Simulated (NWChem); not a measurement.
Species: acetylene (C2H2); SMILES C#C

Q: Give the equilibrium geometry at B3LYP/6-31G* (spherical d) (NWChem) as an XYZ file, with the point group.

A: point group D*h; any orientation.
```
4

C      0.0000     0.0000    -0.6026
C      0.0000     0.0000     0.6026
H      0.0000     0.0000    -1.6690
H      0.0000     0.0000     1.6690
```
